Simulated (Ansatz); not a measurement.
Geometry optimisation, RKS B3LYP-D4/def2-SVP in Ansatz 0.2.0.

The input (input.yaml):

```yaml
crystal:
  periodic: [false, false, false]
  atoms:
    - { symbol: B, position_ang: [0.0, 0.0, 0.0] }
    - { symbol: Cl, position_ang: [0.0, 0.0, 1.86] }
    - { symbol: F, position_ang: [1.1431, 0.0, -0.66] }
    - { symbol: H, position_ang: [-1.0305, 0.0, -0.595] }
basis:
  gaussian: { orbitals: def2-SVP }
hamiltonian:
  xc: b3lyp
  dispersion: d4
relax:
  f_tol: 0.02
  max_steps: 40
```

Command:

```bash
$ ansatz run input.yaml --threads 1 --pin off --max-ram 2048MiB --backend cpu --events-out ev --progress --plain --runs-dir out
```

**Question.** Where does it end, and by what steps?

**Answer.** It converged. After 5 steps the energy has fallen by 0.122 eV; Cl2 moved furthest, 0.08 Å.

```
step  energy less start (eV)  largest force component (eV/Å)  accepted
   0                  0.0000                           1.986       yes
   1                 -0.0935                           1.038       yes
   2                 -0.1205                           0.147       yes
   3                 -0.1215                           0.080       yes
   4                 -0.1216                           0.088       yes
   5                 -0.1217                           0.004       yes
```

```xyz
4
Properties=species:S:1:pos:R:3
B -0.003 0.000 0.026
Cl 0.013 0.000 1.779
F 1.141 0.000 -0.619
H -1.039 0.000 -0.581
```

Whether the end is a true minimum wasn't checked by a vibrational analysis.

The run took 13 s on 1 thread of Arm Neoverse N1, on a shared host, peak memory 0.12 GiB.
